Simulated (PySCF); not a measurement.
Work out the structure from these simulated measurements.

Elements present: C and H. Monoisotopic mass: 50.0157 u.

- Triplet: lowest triplet excitation (Tamm–Dancoff): 3.70 eV [TDA PBE0/def2-SVPD]
- Couplings: largest of the computed one-bond spin–spin couplings (means over like bonds): 13C–1H +284.2 (×2), 13C–13C +231.4 (×2), 13C–13C +176.8 Hz [B3LYP/pcJ-1]
- 1H NMR: chemical shifts (computed TMS as zero) by class: 1.11 (2 H) ppm [GIAO PBE/pcSseg-2]
- Rotational structure: rotational constant B (linear): 4.356 GHz [PBE0-D3(BJ)/def2-SVP]
- 13C NMR: chemical shifts (computed TMS as zero) by class: 72.7 (2 C), 65.0 (2 C) ppm [GIAO PBE/pcSseg-2]
- Dipole: 0.00 D [PBE0/def2-SVPD]
- Polarisability: 48.2 au [PBE0/def2-SVPD]

Electronic properties: PySCF, gas phase, density fitting. Levels stand in brackets. Isolated species at its PBE0-D3(BJ)/def2-SVP geometry, gas phase. NMR classes are plain means over equivalent atoms (diastereotopic ones count apart unless rotation or inversion swaps them), as if these changed places fast.

**Question.** Which formula fits the mass and the elements?

**Answer.** C4H2 (calculated 50.0157). No other formula that holds each of these elements comes within 0.0003 u with a fitting electron parity and a possible valence count.

**Question.** What is the compound? Reason from the data.

**Answer.** Numbering: `[CH:1]#[C:2][C:3]#[CH:4]`. Its formula, C4H2, gives 4 degrees of unsaturation: 0 rings and 4 π bonds in the structure found. 4 carbons fall into 2 classes; from least to most shielded: alkyne carbon [C2/C3] (72.7 ppm, 2 C), terminal alkyne carbon [C1/C4] (65.0 ppm, 2 C). All hydrogens form one class (1.11 ppm): alkyne hydrogen. The couplings run between: +284.2 Hz, terminal alkyne carbon [C1] and its hydrogen (with 1 like pair); +231.4 Hz, terminal alkyne carbon [C1] and alkyne carbon [C2] (with 1 like pair); +176.8 Hz, alkyne carbon [C2] and alkyne carbon [C3]. The vanishing dipole is forced by symmetry. The optimised geometry has point group D∞h and is a linear rotor. Structure: diacetylene (`C#CC#C`). The assignments are read from this structure; whether some other isomer fits the data as well wasn't checked.
